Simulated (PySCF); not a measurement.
These are PySCF 2.14.0 with PBE0-D3(BJ)/def2-TZVP values and carry that method's errors. Gas-phase values, no solvent. One relaxed conformer stands for a flexible species; it need not be the lowest. Delta-SCF ions had no search for a lower state. 

Reference species (SMILES): `O[Si](O)(O)O` (neutral, multiplicity 1).

| Item | Result |
|---|---|
| HOMO–LUMO gap | 9.60 eV |
| vertical ionisation energy (Delta-SCF) | 11.35 eV |

Changed species: `[SiH4]` (4 of 4 OH replaced by H; the reference has 0 of 4 OH replaced by H).

What does the change do to the HOMO–LUMO gap and vertical ionisation energy (Delta-SCF)?

the HOMO–LUMO gap increases by 1.33 eV, to 10.93 eV; the vertical ionisation energy (Delta-SCF) rises by 1.08 eV, to 12.43 eV.
